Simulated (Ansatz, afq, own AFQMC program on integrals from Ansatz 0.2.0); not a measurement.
Integrals from Ansatz 0.2.0, then the random walk in our own AFQMC program (afq).

```yaml
crystal:
  periodic: [false, false, false]
  atoms:
    - {symbol: Si, position_ang: [-0.090650, 0.000000, 0.595316]}
    - {symbol: N, position_ang: [0.112778, 0.000000, -1.117785]}
    - {symbol: H, position_ang: [0.579153, -1.226824, 1.121000]}
    - {symbol: H, position_ang: [0.579153, 1.226824, 1.121000]}
    - {symbol: H, position_ang: [-0.099805, -0.830073, -1.648445]}
    - {symbol: H, position_ang: [-0.099805, 0.830073, -1.648445]}
basis:
  gaussian: {orbitals: 6-31G}
total_charge: 1
magnetization: {spin_polarized: true, initial_magnetization: 0}
correlation: {method: ccsd_t, electrons: outside_noble_gas, hamiltonian_folder: ham}
```

```sh
$ ansatz run in.yaml --threads 1 --pin off --events-out ev --progress --plain --max-ram 16896MiB --backend cuda --devices 0, --max-vram 18GiB
```

afq runs on the folder ham with

```
--method phaseless --trial cid --walkers 20 --populations 1 --least-time 40 --time-step 0.05 --steps-per-block 25 --equilibration-blocks 6 --max-blocks 80 --target-error 0.00084 --factor-cut 1e-05 --start determinant --seed 122 --taylor-order 2
```

Times are imaginary, in 1/Eh. The walk had a cap of 60 s.

```
orbitals 24  electrons 6 6  factors 174 of 400
reference energy -345.32950043 Eh
CCSD correlation -0.19856626 Eh in 11 cycles, weight of the determinant in the CISD state 0.8751
energy of the start -345.528618 Eh
 block  time / (1/Eh)  mean weight  energy / Eh
     1     1.250  1.0095  -345.554619
     2     2.500  1.0067  -345.530552
     3     3.750  1.0089  -345.530762
     4     5.000  0.9998  -345.528017
     5     6.250  0.9864  -345.540352
     9    11.250  0.9905  -345.541176
    15    18.750  0.9506  -345.524804
    23    28.750  0.9963  -345.539704
    31    38.750  0.9836  -345.533556
    39    48.750  1.0098  -345.542976
    47    58.750  1.0263  -345.553118
    55    68.750  0.9824  -345.534918
    63    78.750  1.0124  -345.548644
    71    88.750  1.0185  -345.529305
    79    98.750  0.9554  -345.538859
    85   106.250  0.9994  -345.531815
blocks merged  error / Eh  count
     1  0.000998  80
     2  0.000988  40
     4  0.000892  20
     8  0.000908  10
energy -345.538166 +/- 0.000988 Eh
(rows thinned)
```

The run passed its tests (sampling time, drift between the halves within three errors, error under three times the target), which doesn't prove that it has relaxed.

Against this walk (error 26.9 meV) on the same determinant: CCSD(T) 114.2 meV higher, CCSDT(Q) 81.0 meV higher, CCSDTQ 85.1 meV higher, a separate phaseless walk with a CISD trial and standard settings 97.5 ± 27.4 meV higher. The error is statistical and leaves out the bias of the constraint.

A setting was made bad on purpose (series of the exponential too short), so the walk's energy isn't to be trusted.

Cautions: constraint bias not in the error; error above the target (26.9 against 22.9 meV); an unrestricted solution with more broken spin lies lower (36 meV, ⟨S²⟩ 0.32), while this determinant keeps restricted orbitals; raised T1 diagnostic (T1 0.031, weight of the determinant 0.88, largest double 0.14); so few walkers bias the energy; the time-step error isn't removed.

CCSDT and higher add their correlation energy to the determinant of the CCSD(T) run, since their own runs factorise the integrals more tightly (a shift of under 2 meV). A walk keeps the symmetry of its determinant, which the program's search chose and which needn't be the lowest solution, so a lower state of the same spin and another symmetry isn't excluded.
